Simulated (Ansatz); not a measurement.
A nudged elastic band was laid between two geometries of FH3Si + H2S (8 atoms, charge 0, multiplicity 1).

Level of theory: RKS B3LYP-D4/def2-SVP in Ansatz 0.2.0.

* movable images: 5
* climbing image: yes
* spring: 5.0 eV/Å²
* optimiser: quadratic models (default)
* start path: through a guess of the saddle point
* force threshold: 0.05 eV/Å
* iteration limit: 60
* end points: relaxed

Initial state:

```xyz
8
Properties=species:S:1:pos:R:3
Si 0.378 0.092 -0.162
H 0.497 0.182 1.316
H 1.720 -0.133 -0.766
H -0.247 1.307 -0.739
F -0.540 -1.211 -0.540
S -3.056 0.135 1.211
H -2.612 -0.808 0.349
H -2.575 -0.543 2.278
```

Final state:

```xyz
8
Properties=species:S:1:pos:R:3
Si -0.490 -0.041 -0.694
H -0.195 0.462 3.255
H 0.482 -0.888 0.040
H -0.145 1.400 -0.678
F -0.487 -0.555 -2.238
S -2.442 -0.182 0.176
H -2.401 -1.526 0.333
H -0.758 0.351 2.754
```

(1) What changes between the two ends?

(2) Give the energies along the band, and the barrier.

(3) What is the geometry of the highest image?

Results:

(1) Bonds broken: Si1–H2, S6–H8. Bonds formed: Si1–S6, H2–H8. FH3Si + H2S becomes FH3SSi + H2.

(2) The run converged. The highest image is number 3 of 0 to 6, 2.02 eV above the first end and 2.28 eV above the last; the last end lies 0.25 eV below the first. Neighbouring images differ by up to 1.8 eV, so the band resolves the path poorly. A vibrational analysis at the climbing image gives one clearly imaginary mode, 1156i cm⁻¹: a first-order saddle point. The orbitals stay closed-shell, which can raise the energy where a bond breaks towards radicals; this wasn't checked here.

```
image  path coordinate (Å)  energy (eV)  Si1–H2 (Å)  S6–H8 (Å)  Si1–S6 (Å)
    0                 0.00         0.00        1.48       1.35        3.70
    1                 1.18         0.06        1.49       1.35        3.73
    2                 2.37         0.46        1.49       1.36        3.38
    3                 3.55         2.02        1.68       1.55        2.53
    4                 4.53         0.26        2.34       2.27        2.21
    5                 5.50        -0.22        3.14       2.88        2.15
    6                 6.47        -0.25        3.99       3.12        2.14
```

(3) 
```xyz
8
Properties=species:S:1:pos:R:3:forces:R:3
Si -0.190 0.031 -0.105 0.01 -0.01 0.05
H -0.205 0.436 1.524 0.00 0.00 -0.01
H 0.921 -0.906 0.222 -0.01 0.00 0.00
H 0.015 1.457 -0.452 0.00 0.01 -0.01
F -0.659 -0.646 -1.525 -0.01 0.00 -0.03
S -2.583 -0.159 0.707 0.01 0.00 0.01
H -2.412 -1.454 1.066 0.00 0.00 0.00
H -1.323 0.261 1.511 -0.01 0.00 0.00
```

Time of the run: 5.1 min on 1 thread of Arm Neoverse V1, with other jobs on the host, peak memory 0.17 GiB.
